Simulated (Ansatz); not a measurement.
Graphite, treated with r²SCAN-D4 (Ansatz, a quantum-chemistry and plane-wave program, PAW).

Numerical settings: plane-wave cutoff 560 eV, 24×24×8 k mesh (along the axes of the cell as run), Fermi–Dirac smearing 0.05 eV, scalar-relativistic PAW data made under PBE.

Cell (relaxed at this level):

```cif
data_C4
_chemical_formula_sum 'C4'
_space_group_name_H-M_alt 'P 1'
_space_group_IT_number 1
_cell_length_a 2.45313
_cell_length_b 2.45313
_cell_length_c 6.75303
_cell_angle_alpha 90.000
_cell_angle_beta 90.000
_cell_angle_gamma 120.000
loop_
_space_group_symop_operation_xyz
  'x, y, z'
loop_
_atom_site_label
_atom_site_type_symbol
_atom_site_fract_x
_atom_site_fract_y
_atom_site_fract_z
_atom_site_occupancy
C1 C 0.00000 0.00000 0.25000 1
C2 C 0.00000 0.00000 0.75000 1
C3 C 0.33333 0.66667 0.25000 1
C4 C 0.66667 0.33333 0.75000 1
```

Question: Give the computed bulk modulus and pressure derivative B′ of the bulk modulus.

Answer: 
- bulk modulus = 34.6 GPa
- pressure derivative B′ of the bulk modulus = 10.9

The run finds no gap.

Measured, for comparison: bulk modulus 33.8 ± 0.3 GPa (room temperature, no zero-point or thermal correction, our sources range from 33.8 to 35.8; as tabulated in Ouyang et al. (2019), arXiv:1912.06187). Computed (rounded) less measured: bulk modulus +2 % (inside the range of the sources held).

Note: the bulk modulus comes from volumes at which shape and atoms were relaxed.
